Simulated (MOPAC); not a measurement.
MOPAC input (PM6):

```
PM6 PRECISE GNORM=0.05 LET XYZ UHF MS=0.5 GEO-OK AUX(PRECISION=9) THREADS=1
C2F2N

C     0.00521638 1   -0.17027709 1   -0.33328643 1
C    -0.01052946 1    0.18692732 1    0.99931659 1
F     1.10857734 1   -0.14681244 1   -1.04645536 1
F    -1.08739666 1   -0.18149448 1   -1.06310615 1
N    -0.02267823 1    0.40783727 1    2.14141037 1
```

Output:

```
 *******************************************************************************
 **                                                                           **
 **                              MOPAC v23.2.5                                **
 **                                                                           **
 *******************************************************************************
 ** MOPAC's Digital Object Identifier: https://doi.org/10.5281/zenodo.6511958 **
 **                                                                           **
 ** Please cite the open-source release paper for use of this MOPAC version:  **
 ** J. E. Moussa and J. J. P. Stewart (2026)                                  **
 ** MOPAC: An open-source semiempirical molecular orbital program             **
 ** J. Open Source Softw., 11(119), 8025, https://doi.org/10.21105/joss.08025 **
 *******************************************************************************

                              PM6 CALCULATION RESULTS

 *******************************************************************************
 *  PM6        - The PM6 Hamiltonian to be used
 *  GEO-OK     - OVERRIDE INTERATOMIC DISTANCE AND OTHER SAFETY CHECKS
 *  UHF        - UNRESTRICTED HARTREE-FOCK CALCULATION
 *  MS=        - IN MECI, MAGNETIC COMPONENT OF SPIN =  0.5
 *  LET        - OVERRIDE SOME SAFETY CHECKS
 *  PRECISE    - TIGHTER CRITERIA TO BE USED
 *  XYZ        - CARTESIAN COORDINATE SYSTEM TO BE USED
 *  GNORM      - EXIT WHEN GRADIENT NORM DROPS BELOW 0.050
 *  AUX        - OUTPUT AUXILIARY INFORMATION
 *******************************************************************************
PM6 PRECISE GNORM=0.05 LET XYZ UHF MS=0.5 GEO-OK AUX(PRECISION=9) THREADS=1
 C2F2N

   ATOM   CHEMICAL          X               Y               Z
  NUMBER   SYMBOL      (ANGSTROMS)     (ANGSTROMS)     (ANGSTROMS)

     1       C          0.00521638  *  -0.17027709  *  -0.33328643  *
     2       C         -0.01052946  *   0.18692732  *   0.99931659  *
     3       F          1.10857734  *  -0.14681244  *  -1.04645536  *
     4       F         -1.08739666  *  -0.18149448  *  -1.06310615  *
     5       N         -0.02267823  *   0.40783727  *   2.14141037  *

          CARTESIAN COORDINATES

    NO.       ATOM           X           Y           Z

     1         C          0.0052     -0.1703     -0.3333
     2         C         -0.0105      0.1869      0.9993
     3         F          1.1086     -0.1468     -1.0465
     4         F         -1.0874     -0.1815     -1.0631
     5         N         -0.0227      0.4078      2.1414

 General Reference for PM6:
 "Optimization of Parameters for Semiempirical Methods V: Modification of NDDO Approximations
 and Application to 70 Elements", J. J. P. Stewart, J. Mol. Mod., 13, 1173-1213 (2007)
 URL: https://link.springer.com/article/10.1007/s00894-007-0233-4

           Empirical Formula: C2 N F2  =     5 atoms

      MOLECULAR POINT GROUP   :   Cs

          UHF CALCULATION, NO. OF ALPHA ELECTRONS =   14
                           NO. OF BETA  ELECTRONS =   13

          Geometry optimization using EF

          DIAGONAL MATRIX USED AS START HESSIAN

 CYCLE:     1  GRAD.:    55.342 HEAT: -35.74944
 CYCLE:     2  GRAD.:   908.709 HEAT:  27.12563
 CYCLE:     3  GRAD.:   373.057 HEAT: -10.82105
 CYCLE:     4  GRAD.:   182.494 HEAT: -28.67061
 CYCLE:     5  GRAD.:   129.655 HEAT: -32.49163
 CYCLE:     6  GRAD.:   353.399 HEAT: -17.73941
 CYCLE:     7  GRAD.:    54.476 HEAT: -35.23780
 CYCLE:     8  GRAD.:    46.958 HEAT: -36.21412
 CYCLE:     9  GRAD.:     4.944 HEAT: -36.75105
 CYCLE:    10  GRAD.:     0.583 HEAT: -36.76197
 CYCLE:    11  GRAD.:     0.471 HEAT: -36.76241
 CYCLE:    12  GRAD.:     4.408 HEAT: -36.75856
 CYCLE:    13  GRAD.:     0.361 HEAT: -36.76285
 CYCLE:    14  GRAD.:     0.153 HEAT: -36.76292
 CYCLE:    15  GRAD.:     0.087 HEAT: -36.76293
 CYCLE:    16  GRAD.:     0.020 HEAT: -36.76294

     GRADIENT =  0.01972 IS LESS THAN CUTOFF =  0.05000

 -------------------------------------------------------------------------------
 PM6 PRECISE GNORM=0.05 LET XYZ UHF MS=0.5 GEO-OK AUX(PRECISION=9) THREADS=1
 C2F2N

     GEOMETRY OPTIMISED USING EIGENVECTOR FOLLOWING (EF).
     SCF FIELD WAS ACHIEVED

                              PM6 CALCULATION
                                                       MOPAC v23.2.5 Linux

          FINAL HEAT OF FORMATION =        -36.76294 KCAL/MOL =    -153.81614 KJ/MOL

          COSMO AREA              =         95.60 SQUARE ANGSTROMS
          COSMO VOLUME            =         76.93 CUBIC ANGSTROMS

          GRADIENT NORM           =          0.01972          =       0.00882 PER ATOM
          IONIZATION POTENTIAL    =         10.757453 EV
          ALPHA SOMO LUMO (EV)    =        -10.757 -0.162
          BETA  SOMO LUMO (EV)    =        -13.603 -1.535
          NO. OF ALPHA ELECTRONS  =         14
          NO. OF BETA  ELECTRONS  =         13
          MOLECULAR WEIGHT        =         76.0255         POINT GROUP:  Cs

          MOLECULAR DIMENSIONS (Angstroms)

            Atom       Atom       Distance
            N     5    F     4     3.45938
            F     4    F     3     2.03023
            F     4    C     1     0.18083

          SCF CALCULATIONS        =         17

   ATOM   CHEMICAL          X               Y               Z
  NUMBER   SYMBOL      (ANGSTROMS)     (ANGSTROMS)     (ANGSTROMS)

     1       C          0.00569574  *  -0.20347121  *  -0.32868559  *
     2       C         -0.01053907  *   0.17386653  *   1.03093341  *
     3       F          1.07760601  *  -0.13764400  *  -1.06945567  *
     4       F         -1.05639213  *  -0.17134817  *  -1.08565638  *
     5       N         -0.02315189  *   0.42817570  *   2.16092184  *

                             CARTESIAN COORDINATES

   1    C        0.005695740    -0.203471213    -0.328685586
   2    C       -0.010539069     0.173866532     1.030933405
   3    F        1.077606009    -0.137644004    -1.069455667
   4    F       -1.056392135    -0.171348169    -1.085656383
   5    N       -0.023151889     0.428175702     2.160921838

           Empirical Formula: C2 N F2  =     5 atoms

      MOLECULAR POINT GROUP   :   Cs

          ALPHA EIGENVALUES
 -43.72133 -43.70763 -32.62185 -26.32741 -20.96800 -19.45694 -19.06098 -17.47219
 -16.99114 -16.73831 -15.26082 -14.62645 -13.95204 -10.75745  -0.16162   0.17702
   1.10348   2.44963   2.52184   4.40274

           BETA EIGENVALUES
 -43.64026 -43.62837 -32.31345 -25.95087 -20.78692 -19.34429 -18.72499 -17.32342
 -16.97887 -16.75757 -14.70094 -14.51050 -13.60299  -1.53550  -0.01552   0.95073
   1.35316   2.79945   2.86051   4.53623

              NET ATOMIC CHARGES AND DIPOLE CONTRIBUTIONS

  ATOM NO.   TYPE          CHARGE      No. of ELECS.   s-Pop       p-Pop
    1          C           0.244780        3.7552     1.14657     2.60865
    2          C          -0.002799        4.0028     1.11500     2.88780
    3          F          -0.082961        7.0830     1.96709     5.11587
    4          F          -0.082953        7.0830     1.96709     5.11586
    5          N          -0.076066        5.0761     1.80641     3.26966
 DIPOLE           X         Y         Z       TOTAL
 POINT-CHG.     0.007    -0.275    -0.331     0.430
 HYBRID         0.004     0.146    -0.890     0.901
 SUM            0.011    -0.129    -1.221     1.227

          ATOMIC ORBITAL ELECTRON POPULATIONS

     Atom    s        px        py        pz
    1  C   1.14657   0.76907   1.00797   0.83161
    2  C   1.11500   0.97393   0.96363   0.95024
    3  F   1.96709   1.45225   1.94740   1.71622
    4  F   1.96709   1.46220   1.94863   1.70503
    5  N   1.80641   1.02174   1.06092   1.18700

                    (SZ)    =    0.500000
                    (S**2)  =    0.769761

          ATOMIC ORBITAL SPIN POPULATIONS

    Atom   Total    s     px     py     pz
         Atomic
    1  C  0.8718  0.064  0.024  0.748  0.036
    2  C -0.1877 -0.008 -0.047 -0.119 -0.014
    3  F  0.0286  0.001 -0.014  0.047 -0.005
    4  F  0.0286  0.001 -0.013  0.046 -0.005
    5  N  0.2588  0.005  0.048  0.180  0.026

 **********************
 *                    *
 * JOB ENDED NORMALLY *
 *                    *
 **********************

 == MOPAC DONE ==
```
